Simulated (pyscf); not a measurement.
A first-order saddle from PySCF, ωB97X-D3(BJ)/def2-SVP:

```xyz
11

O     -2.3957     0.2418     0.1086
B     -1.0458    -0.0636    -0.1779
O     -0.5177    -0.2043    -1.4805
H     -2.9928    -0.4676    -0.1434
H     -0.6753    -1.1509     0.5706
H     -0.9342    -0.9219    -1.9652
C     -0.0942     1.2008     0.5851
H     -0.2308    -0.2004     0.8220
H     -0.5482     1.9449    -0.0872
H      0.9903     1.1854     0.4098
H     -0.3362     1.4804     1.6201
```

Surface: singlet, charge 0. Lowest wavenumbers (cm⁻¹): 1323i, 79, 162, 299, 346.

Q: Which two sides does it connect, and which bonds change?

A: HO–BH–OH + CH₄ ⇌ H₃C–B(OH)–OH + H₂, a four-centre exchange read from left to right: B–H, C–H broken and B–C, H–H formed. At ωB97M-D3(BJ)/def2-TZVP it lies +61.6 kcal/mol from the left side and +56.4 kcal/mol from the right (each side as separated species at their lowest minima found). At the saddle there is also a short B–H contact that neither side keeps. This is the saddle that the search found; another between the same sides may lie lower.
